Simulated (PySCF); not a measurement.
# SiH4O (silanol): levels of theory compared

Wanted: a comparison of 6 runs (B2PLYP/STO-3G, UPBE0/STO-3G, CCSDT(Q)/STO-3G, CCSDT/STO-3G, CISD/STO-3G, CCSD(T)/STO-3G) of SiH4O (silanol). Input form: a Python script.

The results are computed with PySCF 2.14.0.

5 further runs of the same task are left out: 1 that didn't finish, 4 set aside as unsound or not needed.

### 1 The structure to begin with

SiH4O has 6 atoms, charge 0, and is taken as a singlet. As SMILES, `O[SiH3]`. The O1–Si2 distance was set to 3.625 Å, away from the relaxed value. At this shape a bond of the SMILES string is far longer than usual.

Bond lengths: O1–H3 0.957 Å, Si2–H4 1.489 Å, Si2–H5 1.481 Å, Si2–H6 1.489 Å. Angles: H4–Si2–H5 109.9°, H4–Si2–H6 107.9°, H5–Si2–H6 109.9°.

### 2 A single-point energy at B2PLYP/STO-3G (run 1)

The input, input.py:

```python
from pyscf import gto, dft, mp

mol = gto.M(
    atom='''
O    1.443599  -2.682499   1.146217
Si  -0.035700   0.346500  -0.187000
H    0.875999  -3.281399   1.631917
H   -1.128300   0.045700  -1.152800
H    1.060500   1.064900  -0.875600
H   -0.602300   1.202400   0.891700
''',
    verbose=3,
    charge=0,
    basis='sto-3g',
    max_memory=1860,
)

mf = dft.RKS(mol, xc='0.53*HF + 0.47*B88, 0.73*LYP')
mf.grids.level = 5
mf.conv_tol = 1e-10
mf.kernel()
if not mf.converged:
    mf = mf.newton().run(mf.mo_coeff, mf.mo_occ)

pt = mp.MP2(mf, frozen=6).run()
e_final = mf.e_tot + 0.27 * pt.e_corr
print('PT2 part  %.8f' % (0.27 * pt.e_corr))
print(f'total energy: {e_final:.8f} hartree')
```

Run with:

```sh
$ OMP_NUM_THREADS=1 python input.py
```

The program printed:

```text
SCF not converged.
SCF energy = -362.108541453548
converged SCF energy = -362.108549312882
E(RMP2) = -362.509795752081  E_corr = -0.401246439199435
E(SCS-RMP2) = -362.578428994398  E_corr = -0.46987968151621
PT2 part  -0.10833654
total energy: -362.21688585 hartree
```

Run time: 20 s. Hardware: 1 thread of Arm Neoverse N1, shared host; peak memory 0.23 GiB.

### 3 The energy at UPBE0/STO-3G (run 2)

The input, job.py:

```python
from pyscf import gto, dft

system = gto.Mole()
system.atom = [
    ('O', (1.443599, -2.682499, 1.146217)),
    ('Si', (-0.035700, 0.346500, -0.187000)),
    ('H', (0.875999, -3.281399, 1.631917)),
    ('H', (-1.128300, 0.045700, -1.152800)),
    ('H', (1.060500, 1.064900, -0.875600)),
    ('H', (-0.602300, 1.202400, 0.891700)),
]
system.basis = 'sto-3g'
system.max_memory = 1860
system.verbose = 4
system.build()

mf = dft.UKS(system, xc='pbe0')
mf.grids.level = 5
mf.conv_tol = 1e-10
mf.kernel()
if not mf.converged:
    mf = mf.newton().run(mf.mo_coeff, mf.mo_occ)
for _ in range(3):
    mo, _, stable, _ = mf.stability(return_status=True)
    if stable:
        break
    mf.kernel(mf.make_rdm1(mo, mf.mo_occ))

e_tot = mf.e_tot
print(f'total energy: {e_tot:.8f} hartree')
```

Run with:

```sh
$ OMP_NUM_THREADS=1 python job.py
```

The program printed:

```text
PySCF version 2.14.0

[... 132 lines left out ...]
SCF not converged.
SCF energy = -362.315162854244 after 50 cycles  <S^2> = 0.99966209  2S+1 = 2.2357657
[... 58 lines left out ...]
converged SCF energy = -362.315308424048  <S^2> = 0.99328756  2S+1 = 2.2300561
[... 2 lines left out ...]
total energy: -362.31530842 hartree
```

It took 53 s on 1 thread of Arm Neoverse N1, shared host; peak memory 0.39 GiB.

Runs 3 to 4 aren't shown in full; the table further down has their settings and results.

### 4 The energy at CISD/STO-3G (run 5)

The input, run.py:

```python
from pyscf import gto, ci

system = gto.Mole()
system.atom = '''
O      2.728007    -5.069188     2.166036
Si    -0.067463     0.654790    -0.353379
H      1.655398    -6.200945     3.083876
H     -2.132178     0.086360    -2.178476
H      2.004055     2.012369    -1.654644
H     -1.138182     2.272207     1.685069
'''
system.max_memory = 1860
system.basis = 'sto-3g'
system.unit = 'bohr'
system.verbose = 4
system.build()

mf = system.RHF()
mf.conv_tol = 1e-10
mf.kernel()
if not mf.converged:
    mf = mf.newton().run(mf.mo_coeff, mf.mo_occ)

cisd = ci.CISD(mf, frozen=6)
cisd.kernel()
etot = cisd.e_tot
print(f'total energy: {etot:.8f} hartree')
```

Run with:

```sh
$ OMP_NUM_THREADS=1 python run.py
```

The program printed:

```text
PySCF version 2.14.0

[... 41 lines left out ...]
WARN: HOMO 0.243615900060256 == LUMO 0.244340119001687
[... 41 lines left out ...]
converged SCF energy = -361.40089585201
[... 1 line left out ...]
******** <class 'pyscf.ci.cisd.RCISD'> ********
CISD nocc = 7, nmo = 12
frozen orbitals 6
max_cycle = 50
direct = 0
conv_tol = 1e-09
max_cycle = 50
max_space = 12
lindep = 0
nroots = 1
Init t2, MP2 energy = -0.242564294283718
RCISD converged
E(RCISD) = -361.6707061055355  E_corr = -0.2698102535251712
total energy: -361.67070611 hartree
```

It took 1.2 s on 1 thread of Arm Neoverse N1, shared host; peak memory 0.12 GiB.

### 5 The energy at CCSD(T)/STO-3G (run 6)

The input, geometry.xyz:

```xyz
6

O      1.443599    -2.682499     1.146217
Si    -0.035700     0.346500    -0.187000
H      0.875999    -3.281399     1.631917
H     -1.128300     0.045700    -1.152800
H      1.060500     1.064900    -0.875600
H     -0.602300     1.202400     0.891700
```

The input, input.py:

```python
from pyscf import gto, cc

mol = gto.M(
    atom='geometry.xyz',
    max_memory=1860,
    verbose=4,
    spin=0,
    basis='sto-3g',
)

mf = mol.RHF()
mf.conv_tol = 1e-10
mf.kernel()
if not mf.converged:
    mf = mf.newton().run(mf.mo_coeff, mf.mo_occ)

mycc = cc.CCSD(mf, frozen=6)
mycc.kernel()
e_t = mycc.ccsd_t()
e_tot = mycc.e_tot + e_t
print('Final energy', e_tot)
```

Run with:

```sh
$ OMP_NUM_THREADS=1 python input.py
```

The program printed:

```text
PySCF version 2.14.0

[... 41 lines left out ...]
WARN: HOMO 0.243615881045686 == LUMO 0.244340101545956
[... 41 lines left out ...]
converged SCF energy = -361.400895824311
[... 12 lines left out ...]
Init t2, MP2 energy = -361.643460010965  E_corr(MP2) -0.242564186653372
[... 15 lines left out ...]
CCSD converged
[... 2 lines left out ...]
Final energy -361.7180907033579
```

It took 1.3 s on 1 thread of Arm Neoverse N1, shared host; peak memory 0.12 GiB.

### 6 Overview of the runs

| run | level | frozen core orbitals | follow instability | energy (Eh) | dipole moment (D) of the reference | HOMO energy (eV) | LUMO energy (eV) | wall time |
| --- | --- | --- | --- | --- | --- | --- | --- | --- |
| 1 | B2PLYP/STO-3G | 6 | – | -362.216886 | 1.69 | -3.00 | -0.13 | 20 s |
| 2 | UPBE0/STO-3G | – | yes | -362.315308 | 1.52 | -3.44 | 1.19 | 53 s |
| 3 | CCSDT(Q)/STO-3G | 6 | – | -361.712325 | 2.43 | -3.48 | 1.58 | 2.9 s |
| 4 | CCSDT/STO-3G | 6 | – | -361.712907 | 2.43 | -3.48 | 1.58 | 2 s |
| 5 | CISD/STO-3G | 6 | – | -361.670706 | 2.43 | -3.48 | 1.58 | 1.2 s |
| 6 | CCSD(T)/STO-3G | 6 | – | -361.718091 | 2.43 | -3.48 | 1.58 | 1.3 s |

### 7 Outcome

| quantity | value |
| --- | --- |
| run 6: total energy | -361.71809 Eh |
| run 6: dipole moment (Hartree–Fock density) | 2.43 D |
| run 6: HOMO energy (Hartree–Fock orbitals) | -3.48 eV |
| run 6: LUMO energy (Hartree–Fock orbitals) | 1.58 eV |
| run 6: HOMO–LUMO gap (Hartree–Fock orbitals) | 5.05 eV |
| run 6: correlation energy (6 core orbitals frozen) | -317.2 mEh |
| run 6: (T) correction | -10.81 mEh |
| run 6: T1 diagnostic | 0.052 |

In words: Totals of different functionals can't be ranked against each other. In run 6 the T1 diagnostic is large, so a single reference may not serve. In runs 1, 2, 3, 4, 5, 6 the basis is minimal, so the values are rough. In runs 1, 5, 6 a closed-shell determinant meets a far-stretched bond, which it describes badly. Spin contamination of the reference: run 2 ⟨S²⟩ = 0.99. Where it is this large, the reference is a mixture of spin states, and values that rest on it are in doubt. All runs together took 79 s, the longest 53 s.
